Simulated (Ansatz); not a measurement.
in.yaml

```yaml
crystal:
  periodic: [false, false, false]
  atoms:
    - {symbol: N, position_ang: [0.000000, 0.000000, 0.000000]}
    - {symbol: P, position_ang: [0.000000, 0.000000, 1.479400]}
basis:
  gaussian: {orbitals: 6-31G}
correlation: {method: fic_mrcisd_q, electrons: outside_noble_gas, active_space: {window: {electrons: 10, orbitals: 8}, shells: [{species: "N", l: s, shell: 2}, {species: "N", l: p, shell: 2}, {species: P, l: s, shell: 3}, {species: P, l: p, shell: 3}]}}
```

```sh
$ ansatz run in.yaml --threads 1 --pin off --events-out ev --progress --plain --max-ram 2393MiB
```

The program prints:

```
459 factors; integrals over basis functions are off by at most 3.5e-8 eV
mean field evaluation 1: about -10746.5528 eV, gradient 3.4e1 eV
mean field evaluation 2: about -10746.5578 eV, gradient 3.4e1 eV
mean field evaluation 4: about -10749.5736 eV, gradient 1.9e0 eV
mean field evaluation 8: about -10749.6033 eV, gradient 1.9e-4 eV
mean field -10749.60334491 eV, -395.0406365825 hartree, gradient 3.0e-6 eV, S^2 0.000000; 0 other end points of the search recorded, 0 dependent functions left out; unrestricted orbitals would lower it
reference -10749.60334491 eV, -395.0406365825 hartree; 11, 11 occupied and 11, 11 virtual orbitals, 459 factors
state -10753.71711808 eV, -395.1918149581 hartree
contracted CI cycle   1: correlation 0.00000000 eV, 0.0000000000 hartree, residual 1.01e1 eV
contracted CI cycle   2: correlation -1.48876563 eV, -0.0547111277 hartree, residual 2.21e0 eV
contracted CI cycle   3: correlation -1.55819146 eV, -0.0572624800 hartree, residual 5.48e-1 eV
contracted CI cycle   4: correlation -1.56258935 eV, -0.0574240996 hartree, residual 1.46e-1 eV
contracted CI cycle   5: correlation -1.56289264 eV, -0.0574352450 hartree, residual 3.58e-2 eV
contracted CI cycle   6: correlation -1.56291097 eV, -0.0574359187 hartree, residual 1.05e-2 eV
contracted CI cycle   7: correlation -1.56291238 eV, -0.0574359705 hartree, residual 2.85e-3 eV
contracted CI cycle   8: correlation -1.56291250 eV, -0.0574359751 hartree, residual 7.27e-4 eV
state -10753.71711808 eV, -395.1918149581 hartree; corrected -10755.32377054 eV, -395.2508583469 hartree
Total energy: -10755.32377054 eV, -395.2508583469 hartree
Checks for a lower state left out: starts, orbital_swaps
```

For the same geometry and basis full CI lies 19.0 meV lower.

Ran on 1 thread of Arm Neoverse V1, shared host: 2.4 s wall, 0.18 GiB peak host memory.
